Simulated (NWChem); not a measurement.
Everything below was run with NWChem. System: CH$_{4}$, charge 1, spin multiplicity 2, at the geometry of a parent with another charge or spin, in a state set for the comparison that need not be this species' ground state. Its SCF solution wasn't tested for a lower state. Level: UMP2/def2-QZVP, 1 core orbitals frozen.

NWChem printed:

```
             Northwest Computational Chemistry Package (NWChem) 7.3.0
             --------------------------------------------------------

                                NWChem Input Module
                                -------------------

 Scaling coordinates for geometry "geometry" by  1.889725989
 (inverse scale =  0.529177249)

 Turning off AUTOSYM since
 SYMMETRY directive was detected!

                             Geometry "geometry" -> ""
                             -------------------------

 Output coordinates in angstroms (scale by  1.889725989 to convert to a.u.)

  No.       Tag          Charge          X              Y              Z
 ---- ---------------- ---------- -------------- -------------- --------------
    1 C                    6.0000     0.00000000     0.00000000     0.00000000
    2 H                    1.0000     0.00000000     0.90301900     0.63852800
    3 H                    1.0000     0.00000000    -0.90301900     0.63852800
    4 H                    1.0000    -0.90302000     0.00000000    -0.63852700
    5 H                    1.0000     0.90302000     0.00000000    -0.63852700

 Effective nuclear repulsion energy (a.u.)      13.2414293000

            Nuclear Dipole moment (a.u.)
            ----------------------------
        X                 Y               Z
 ---------------- ---------------- ----------------
     0.0000000000     0.0000000000     0.0000037795

      Symmetry information
      --------------------

 Group name             C2v
 Group number             16
 Group order               4
 No. of unique centers     3

      Symmetry unique atoms

     1    2    4


 Summary of "ao basis" -> "" (spherical)
 ------------------------------------------------------------------------------
       Tag                 Description            Shells   Functions and Types
 ---------------- ------------------------------  ------  ---------------------
 *                         def2-qzvp                  on all atoms

 Summary of "ao basis" -> "ao basis" (spherical)
 ------------------------------------------------------------------------------
       Tag                 Description            Shells   Functions and Types
 ---------------- ------------------------------  ------  ---------------------
 C                         def2-qzvp                17       57   7s4p3d2f1g
 H                         def2-qzvp                10       30   4s3p2d1f

                                 NWChem SCF Module
                                 -----------------

  ao basis        = "ao basis"
  functions       =   177
  atoms           =     5
  alpha electrons =     5
  beta  electrons =     4
  charge          =   1.00
  wavefunction    = UHF
  use symmetry    = T
  symmetry adapt  = T

 Summary of "ao basis" -> "ao basis" (spherical)
 ------------------------------------------------------------------------------
       Tag                 Description            Shells   Functions and Types
 ---------------- ------------------------------  ------  ---------------------
 C                         def2-qzvp                17       57   7s4p3d2f1g
 H                         def2-qzvp                10       30   4s3p2d1f

      Symmetry analysis of basis
      --------------------------

        a1         64
        a2         27
        b1         43
        b2         43

 Forming initial guess at       0.1s

   Symmetry analysis of molecular orbitals - initial alpha
   -------------------------------------------------------

  Numbering of irreducible representations:

     1 a1          2 a2          3 b1          4 b2

  Orbital symmetries:

     1 a1          2 a1          3 a1          4 b1          5 b2
     6 a1          7 a1          8 b2          9 b1         10 a1
    11 b1         12 b2         13 a1         14 a1         15 b1

   Symmetry analysis of molecular orbitals - initial beta
   ------------------------------------------------------

  Numbering of irreducible representations:

     1 a1          2 a2          3 b1          4 b2

  Orbital symmetries:

     1 a1          2 a1          3 b1          4 b2          5 a1
     6 a1          7 b1          8 b2          9 a1         10 b1
[...]
 -----------   ------   -------------------------------------------------------
    1 C    6     6.18   1.03  0.00  0.70  0.24  0.36  0.87  0.15  0.75  1.17  0.79  0.06  0.00  0.02  0.02  0.00  0.00  0.00
    2 H    1     0.71   0.10  0.31  0.25  0.01  0.00  0.01  0.02  0.00  0.00  0.00
    3 H    1     0.71   0.10  0.31  0.25  0.01  0.00  0.01  0.02  0.00  0.00  0.00
    4 H    1     0.71   0.10  0.31  0.25  0.01  0.00  0.01  0.02  0.00  0.00  0.00
    5 H    1     0.71   0.10  0.31  0.25  0.01  0.00  0.01  0.02  0.00  0.00  0.00

  Mulliken analysis of the alpha density
  --------------------------------------

    Atom       Charge   Shell Charges
 -----------   ------   -------------------------------------------------------
    1 C    6     3.24   0.52  0.00  0.35  0.12  0.18  0.42  0.06  0.43  0.68  0.42  0.03  0.00  0.02  0.01  0.00  0.00  0.00
    2 H    1     0.44   0.06  0.19  0.15  0.01  0.00  0.01  0.01  0.00  0.00  0.00
    3 H    1     0.44   0.06  0.19  0.15  0.01  0.00  0.01  0.01  0.00  0.00  0.00
    4 H    1     0.44   0.06  0.19  0.15  0.01  0.00  0.01  0.01  0.00  0.00  0.00
    5 H    1     0.44   0.06  0.19  0.15  0.01  0.00  0.01  0.01  0.00  0.00  0.00

   Mulliken analysis of the beta density
   -------------------------------------

    Atom       Charge   Shell Charges
 -----------   ------   -------------------------------------------------------
    1 C    6     2.94   0.52  0.00  0.35  0.12  0.18  0.45  0.09  0.32  0.49  0.37  0.03  0.00  0.01  0.01  0.00  0.00  0.00
    2 H    1     0.27   0.04  0.11  0.09  0.00  0.00  0.01  0.01  0.00  0.00  0.00
    3 H    1     0.27   0.04  0.11  0.09  0.00  0.00  0.01  0.01  0.00  0.00  0.00
    4 H    1     0.27   0.04  0.11  0.09  0.00  0.00  0.01  0.01  0.00  0.00  0.00
    5 H    1     0.27   0.04  0.11  0.09  0.00  0.00  0.01  0.01  0.00  0.00  0.00

   Mulliken analysis of the spin density
   -------------------------------------

    Atom       Charge   Shell Charges
 -----------   ------   -------------------------------------------------------
    1 C    6     0.30  -0.00 -0.00 -0.00  0.00 -0.00 -0.03 -0.03  0.12  0.18  0.05 -0.00  0.00  0.01  0.01  0.00  0.00  0.00
    2 H    1     0.17   0.02  0.08  0.06  0.00  0.00  0.00  0.00  0.00  0.00  0.00
    3 H    1     0.17   0.02  0.08  0.06  0.00  0.00  0.00  0.00  0.00  0.00  0.00
    4 H    1     0.17   0.02  0.08  0.06  0.00  0.00  0.00  0.00  0.00  0.00  0.00
    5 H    1     0.17   0.02  0.08  0.06  0.00  0.00  0.00  0.00  0.00  0.00  0.00

       Multipole analysis of the density wrt the origin
       ------------------------------------------------

     L   x y z        total         alpha         beta         nuclear
     -   - - -        -----         -----         ----         -------
     0   0 0 0      1.000000     -5.000000     -4.000000     10.000000

     1   1 0 0      0.000000     -0.000000      0.000000      0.000000
     1   0 1 0     -0.000000      0.000000     -0.000000      0.000000
     1   0 0 1      0.000000     -0.000002     -0.000002      0.000004

     2   2 0 0     -3.820726     -5.296720     -4.348020      5.824014
     2   1 1 0      0.000000      0.000000     -0.000000      0.000000
     2   1 0 1     -0.000000     -0.000000     -0.000000      0.000000
     2   0 2 0     -3.820733     -5.296716     -4.348018      5.824001
     2   0 1 1     -0.000000     -0.000000     -0.000000      0.000000
     2   0 0 2     -2.773518     -5.526384     -3.071074      5.823940

                   NWChem MP2 Semi-direct Energy/Gradient Module
                   ---------------------------------------------

  Basis functions       =    177
  Molecular orbitals    =    177
  Frozen core           =      1
  Frozen virtuals       =      0
  Active alpha occupied =      4
  Active beta occupied  =      3
  Active alpha virtual  =    172
  Active beta virtual   =    173
  Use MO symmetry       = T
  Use skeleton AO sym   = T

  AO/Fock/Back tols     =   1.0D-09  1.0D-09  1.0D-09

 GA uses MA = F    GA memory limited = T

 Available:
  local mem=  1.15D+08
 global mem=  1.31D+08
 local disk=  0.00D+00
  mp2_memr nvloc                   172
  nvloc new                   172
   1 passes of   4:        7340032                     120753                  36902985.
   1 passes of   4: M    114681346           G      131009342           F     107341314.

 Semi-direct pass number   1 of   1  for UHF alpha       at       12.3s
  vrange nnbf                 15753
  mp2_eaftype                   140  avail_ma_in_mb                   999
 EAF : mp2_eaftype filesize         140   18451492.
  mp2_eaf for mointskh                    140
Node 0 wrote     86.7 Mb in      0.0 s     Agg I/O rate:  1959.9 Mb/s
 Done moints_semi at       30.7s
  mp2_eaftype                   140  avail_ma_in_mb                   859
 EAF : mp2_eaftype filesize         140   18451492.
  mp2_eaf for kh                   140
 Done maket at       31.0s
 Done multipass loop at       31.0s

 GA uses MA = F    GA memory limited = T

 Available:
  local mem=  1.15D+08
 global mem=  1.31D+08
 local disk=  0.00D+00
  mp2_memr nvloc                   173
  nvloc new                   173
   1 passes of   3:        7340032                     106790                  27851311.
   1 passes of   3: M    114681346           G      131009342           F     107341314.

 Semi-direct pass number   1 of   1  for UHF beta        at       31.1s
  vrange nnbf                 15753
  mp2_eaftype                   106  avail_ma_in_mb                   999
 EAF : mp2_eaftype filesize         106   13925655.
  mp2_eaf for mointskh                    106
Node 0 wrote     65.4 Mb in      0.0 s     Agg I/O rate:  1748.3 Mb/s
 Done moints_semi at       49.6s
  mp2_eaftype                   106  avail_ma_in_mb                   893
 EAF : mp2_eaftype filesize         106   13925655.
  mp2_eaf for kh                   106
 Done maket at       49.8s
 Done multipass loop at       49.8s

          -------------------------------------------
          SCF energy                 -39.724233059495
          Correlation energy          -0.173572296643
          Singlet pairs                0.000000000000
          Triplet pairs                0.000000000000
          Total MP2 energy           -39.897805356138
          -------------------------------------------

          ---------------------------------------------------
                    Spin Component Scaled (SCS) MP2
          Same spin pairs                     -0.029466207313
          Same spin scaling factor             0.333333333333
          Opposite spin pairs                 -0.144106089330
          Opposite spin scaling fact.          1.200000000000
          SCS-MP2 correlation energy          -0.182749376300
          Total SCS-MP2 energy               -39.906982435795
          ---------------------------------------------------

 -----------------------
 Performance information
 -----------------------

 Timer overhead =  1.91D-07 seconds/call

               Nr. of calls         CPU time (s)                 Wall time (s)                GFlops
             ---------------    -------------------     ------------------------------   -------------------
Name         Min   Avg   Max    Min     Avg     Max     Min     Avg     Max   Mx/calls   Min     Max     Sum
mp2: moin     2     2     2    37.     37.     37.      37.     37.     37.     18.      0.0     0.0     0.0
mp2: make     2     2     2   0.50    0.50    0.50     0.50    0.50    0.50    0.25      0.0     0.0     0.0
mp2: tota     1     1     1    38.     38.     38.      38.     38.     38.     38.      0.0     0.0     0.0

 The average no. of pstat calls per process was 5.00D+00
 with a timing overhead of 9.54D-07s

 Task  times  cpu:       49.8s     wall:       49.8s

 Total times  cpu:       49.8s     wall:       49.8s
```

Write an NWChem input that would produce this output.

One answer among several that fit: 
```
start mol
memory heap 200 mb stack 800 mb global 1000 mb
charge 1
geometry units angstroms nocenter noautoz
  C      0.000000     0.000000    -0.000000
  H      0.000000     0.903019     0.638528
  H      0.000000    -0.903019     0.638528
  H     -0.903020     0.000000    -0.638527
  H      0.903020     0.000000    -0.638527
  symmetry group C2v
end
basis spherical
  * library def2-qzvp
end
scf
  uhf
  nopen 1
  maxiter 100
  thresh 1e-7
  semidirect memsize 60000000 filesize 0
  # guess.movecs holds the orbitals of an unrestricted PBE0 run
  vectors input guess.movecs output mol.movecs
end
mp2
  freeze core 1
end
task mp2 energy
```
